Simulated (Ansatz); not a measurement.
bcc Ba was calculated with r²SCAN (Ansatz, an electronic-structure program, plane waves, PAW).

A relaxed, unreconstructed slab of the (211) face has 6 atoms, two equal faces of 31.516 Å² each and an energy of -35785.1611 eV. A bulk cell of 6 atoms with the same orientation and in-plane k mesh has -35786.7509 eV. Energies are extrapolated to zero smearing.

Settings: plane-wave cutoff 500 eV, 8×12×1 k mesh (along the axes of the cell as run), Fermi–Dirac smearing 0.1 eV, scalar-relativistic PAW data made under PBE.

Worked out: γ = (E_slab − N E_bulk per atom)/2A = [-35785.1611 − 6 × (-35786.7509/6)]/(2 × 31.516) = 0.0252 eV/Å². With 16.022 J/m² per eV/Å² this is 0.40 J/m², or 0.79 eV per surface cell and face.
